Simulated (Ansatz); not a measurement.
Geometry optimisation, RHF/def2-SVP (Ansatz).

The input (input.yaml):

```yaml
crystal:
  periodic: [false, false, false]
  atoms:
    - { symbol: Si, position_ang: [0.174018, -0.033545, -0.072529] }
    - { symbol: H, position_ang: [0.222634, -0.050621, 1.398067] }
    - { symbol: H, position_ang: [1.583858, -0.012217, -0.540462] }
    - { symbol: Si, position_ang: [-0.991021, 1.879842, -0.846486] }
    - { symbol: H, position_ang: [-2.346222, 1.512367, -1.313336] }
    - { symbol: H, position_ang: [-1.100685, 2.874005, 0.24913] }
    - { symbol: H, position_ang: [-0.252098, 2.505102, -1.971986] }
    - { symbol: H, position_ang: [-0.449923, -1.291111, -0.541286] }
    - { symbol: F, position_ang: [-2.234197, -0.014572, 1.361638] }
    - { symbol: H, position_ang: [-1.555965, -0.11185, 1.95955] }
basis:
  gaussian: { orbitals: def2-SVP }
hamiltonian:
  xc: hf
relax:
  f_tol: 0.03
  max_steps: 50
output:
  orbitals: {}
```

Run as:

```bash
$ ansatz run input.yaml --threads 1 --pin off --max-ram 2048MiB --backend cpu --events-out ev --progress --plain --runs-dir out
```

Task: Where does it end, and by what steps?

Result: It converged. The force dipped under the threshold on the way, but the program's further checks kept it going. After 11 steps the energy has fallen by 0.120 eV; H10 moved furthest, 0.59 Å.

```tsv
step	energy less start (eV)	largest force component (eV/Å)	accepted
0	0.0000	0.548	yes
1	-0.0844	0.334	yes
2	-0.1067	0.056	yes
3	-0.0122	2.759	no
4	-0.1062	0.748	no
5	-0.1117	0.051	yes
6	-0.1176	0.103	yes
7	-0.1191	0.019	yes
8	-0.1177	0.438	no
9	-0.1195	0.018	yes
10	-0.1197	0.103	yes
11	-0.1199	0.004	yes
```

```xyz
10
Properties=species:S:1:pos:R:3
Si 0.332 -0.037 -0.177
H 0.412 -0.123 1.304
H 1.720 0.071 -0.695
Si -0.954 1.843 -0.841
H -2.323 1.438 -1.228
H -1.022 2.829 0.265
H -0.308 2.499 -2.007
H -0.262 -1.295 -0.690
F -2.482 0.106 1.486
H -2.063 -0.073 2.265
```

Run time: 11 s on 1 thread of Arm Neoverse V2 (shared host), peak memory 0.15 GiB.
